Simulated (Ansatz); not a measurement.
## Worked example: vertical energy of the triplet above the singlet of ClF (SMILES FCl)

The species is ClF (2 atoms), meant as a singlet with charge 0. SMILES: `FCl`. Geometry: relaxed at GFN2-xTB.

```xyz
2

F     0.0000    0.0000    0.0000
Cl    0.0000    0.0000    1.6823
```

Both states at this one shape; open shells run unrestricted unless said. 1 Eh = 27.2114 eV.

```
       level  program  singlet ClF (Eh)  triplet ClF (Eh)
SVWN5/STO-3G   Ansatz       -551.311200       -551.196638
 PBE0/STO-3G   Ansatz       -553.285252       -553.165152
```

Problem. Work out the vertical gap, second state less first, at each level.

Solution. 
1. SVWN5/STO-3G: -551.196638 − (-551.311200) = 0.114562 Eh = 3.12 eV.
2. PBE0/STO-3G: -553.165152 − (-553.285252) = 0.120100 Eh = 3.27 eV.

No measured value is set beside it here; the levels span 3.12 to 3.27 eV. Minimal sets are far from the basis-set limit.
